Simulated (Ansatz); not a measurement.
We consider rhombohedral A7 Bi, described by r²SCAN-D4 in Ansatz (plane waves, PAW).

Settings: plane-wave cutoff 560 eV, 16×16×16 k mesh, Fermi–Dirac smearing 0.05 eV, scalar-relativistic PAW data made under PBE.

Cell (relaxed at this level):

```yaml
crystal:
  lattice:
    - [4.26601, -2.25999, 0.04242]
    - [4.26601, 2.25999, 0.04242]
    - [3.03180, 0.00000, 3.75717]
  atoms:
    - { symbol: Bi, position: [0.23272, 0.23272, 0.23272] }
    - { symbol: Bi, position: [0.76728, 0.76728, 0.76728] }
```

Task: Predict the bulk modulus and pressure derivative B′ of the bulk modulus.

Result: 
* **bulk modulus**: 27.9 GPa
* **pressure derivative B′ of the bulk modulus**: 8.2

The run finds no gap.

Measured, for comparison: bulk modulus 32.1 GPa (copied from a table, unchecked, extrapolated to 0 K and zero-point effects removed; as tabulated in Lejaeghere et al. (2013), arXiv:1204.2733). Computed (rounded) less measured: bulk modulus not scored (unchecked).

Note: the bulk modulus comes from volumes at which shape and atoms were relaxed.

Spin–orbit coupling is not included; it can shift volumes and moduli of such heavy elements.

It cost around 30 core-minutes (rough) of CPU time.

Ansatz is an electronic-structure program.
